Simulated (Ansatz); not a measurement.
## Reading a saddle point

A first-order saddle point of CH₅Al, singlet, PBE0-D4/def2-TZVP, with one imaginary mode of 850i cm⁻¹:

Al1  (-0.787, 0.310, -0.546)
H2  (-1.159, -0.651, 0.911)
C3  (0.967, -0.123, -0.215)
H4  (-0.296, -0.312, 1.009)
H5  (-1.779, 1.527, -0.706)
H6  (1.185, -1.155, 0.067)
H7  (1.870, 0.405, -0.519)
(Å)

Program: Ansatz 0.2.0. Basis: def2-TZVPP and def2-QZVPP. Cores are frozen in the correlated methods. Extrapolation: Hartree–Fock as exp(−7.88 √X), correlation as X^−2.97.

(1) Which contacts change along the imaginary mode, and what lies on either side? (Judge from chemistry; the calculation decides.)

(2) Which side is lower, and how far does the saddle lie above each? (Judge from chemistry; the value comes from the calculation.)

T1 diagnostic: at most 0.018. The restricted Hartree–Fock reference is unstable towards an unrestricted one at one or more of these structures.

Answers

(1) By the calculation: The step is CH₅Al ([CH3][AlH2]) → CH₃Al ([CH2][AlH]) + H₂, with the molecules in contact on both sides. Shortening one way: H2–H4; lengthening the same way: Al1–H2, C3–H4.
```json
{"pair": "H2–H4", "one side (Å)": "3.41", "saddle (Å)": "0.93", "other side (Å)": "0.77"}
{"pair": "Al1–H2", "one side (Å)": "1.59", "saddle (Å)": "1.78", "other side (Å)": "2.07"}
{"pair": "C3–H4", "one side (Å)": "1.10", "saddle (Å)": "1.77", "other side (Å)": "2.81"}
```

(2) By the calculation: The side with Al1–H2, C3–H4 short is lower by 268.3 kJ/mol; the saddle lies 298.7 kJ/mol above it and 30.4 kJ/mol above the other (CCSD(T) at an estimated basis limit (MP2 extrapolated from triple and quadruple zeta, plus CCSD(T) − MP2 in triple zeta); electronic energies).

Labels in which every atom is bracketed show which atoms are joined, not bond orders.

For scale, one of the runs: CCSD(T)/def2-TZVPP, 143 basis functions, launched by `ansatz run in.yaml --threads 2 --pin off --events-out ev --progress --plain --max-ram 4352MiB`. Time: 7 s of wall clock on 2 CPU threads of an Arm Neoverse V1; the host was shared. Peak host memory: 0.78 GiB.
